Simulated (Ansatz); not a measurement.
Reaction (SMILES): CS (CH3-SH) + [H][H] (H2) → C (CH4) + S (H2S)
B3LYP-D3(BJ)/def2-TZVP geometries, fixed; electronic energies without zero-point terms.

Basis-set convergence of the energy of full hydrogenation at CCSD(T) with Ansatz (an electronic-structure program). Cartesian d functions, on some or all atoms, in 6-31G*, 6-31+G*, 6-311G**, 6-311+G**; all else is spherical. Cores are frozen. No added dispersion term, no relativity. Functions are those of the species that has most. Reference: Hartree-Fock in cc-pV(Q+d)Z plus the correlation part extrapolated as X^-3 from cc-pV(T+d)Z and cc-pV(Q+d)Z, -19.55 kcal/mol, itself unsure by roughly 0.10 kcal/mol (a third of the extrapolation step and of the last Hartree-Fock step). Deviations are taken from unrounded values.

```csv
basis,functions,energy of full hydrogenation (kcal/mol)
6-31G*,42,-15.29
6-31+G*,50,-15.42
def2-SVP,52,-22.49
def2-SVPD,79,-22.51
pcseg-1,52,-21.30
aug-pcseg-1,86,-20.86
cc-pV(D+d)Z,57,-21.25
aug-cc-pV(D+d)Z,91,-20.93
6-311G**,69,-19.46
6-311+G**,77,-19.18
def2-TZVP,92,-19.09
def2-TZVPD,119,-18.81
pcseg-2,120,-19.88
aug-pcseg-2,188,-19.67
cc-pV(T+d)Z,125,-20.18
aug-cc-pV(T+d)Z,193,-19.72
def2-TZVPP,129,-20.16
def2-TZVPPD,156,-20.05
def2-QZVPP,247,-19.75
def2-QZVPPD,274,-19.73
```

What the diffuse functions change, pair by pair:
- 6-31G* to 6-31+G*: 8 more functions, deviation 4.25 to 4.13 kcal/mol
- def2-SVP to def2-SVPD: 27 more functions, deviation -2.94 to -2.96 kcal/mol
- pcseg-1 to aug-pcseg-1: 34 more functions, deviation -1.75 to -1.31 kcal/mol
- cc-pV(D+d)Z to aug-cc-pV(D+d)Z: 34 more functions, deviation -1.70 to -1.39 kcal/mol
- 6-311G** to 6-311+G**: 8 more functions, deviation 0.08 to 0.37 kcal/mol
- def2-TZVP to def2-TZVPD: 27 more functions, deviation 0.46 to 0.74 kcal/mol
- pcseg-2 to aug-pcseg-2: 68 more functions, deviation -0.33 to -0.13 kcal/mol
- cc-pV(T+d)Z to aug-cc-pV(T+d)Z: 68 more functions, deviation -0.63 to -0.18 kcal/mol
- def2-TZVPP to def2-TZVPPD: 27 more functions, deviation -0.61 to -0.51 kcal/mol
- def2-QZVPP to def2-QZVPPD: 27 more functions, deviation -0.20 to -0.18 kcal/mol

They bring the value nearer the reference by more than 0.10 kcal/mol in 6 of 10 pairs.
